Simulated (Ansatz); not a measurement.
# BFH2O: the cost of one run

Program: Ansatz 0.2.0. Level of theory: RKS B3LYP/def2-SVP. These are calculated values, not measurements.

## Step 1: The system as given

Bond lengths: B1–O2 1.410 Å, O2–H3 1.010 Å, B1–H4 1.190 Å, B1–F5 1.320 Å. Angles: B1–O2–H3 109.5°, O2–B1–H4 120.0°, O2–B1–F5 120.0°, H4–B1–F5 120.0°.

As a file:

```xyz
5

B     0.0000    0.0000    0.0000
O     0.0000    0.0000    1.4100
H    -0.9095   -0.2814    1.7471
H     1.0305    0.0000   -0.5950
F    -1.1431    0.0000   -0.6600
```

## Step 2: Relaxing the start

input.yaml

```yaml
crystal:
  periodic: [false, false, false]
  atoms:
    - { symbol: B, position_ang: [0.0, 0.0, 0.0] }
    - { symbol: O, position_ang: [0.0, 0.0, 1.41] }
    - { symbol: H, position_ang: [-0.9095, -0.2814, 1.7471] }
    - { symbol: H, position_ang: [1.0305, 0.0, -0.595] }
    - { symbol: F, position_ang: [-1.1431, 0.0, -0.66] }
basis:
  gaussian: { orbitals: def2-SVP }
hamiltonian:
  xc: b3lyp
relax:
  f_tol: 0.02
  max_steps: 40
```

Command:

```console
$ ansatz run input.yaml --threads 1 --pin off --max-ram 2048MiB --backend cpu --events-out ev --progress --plain --runs-dir out
```

Q: Estimate wall time and peak memory on 1 thread of Arm Neoverse V1, shared host.

About 7.5 s, with a peak of 0.12 GiB.
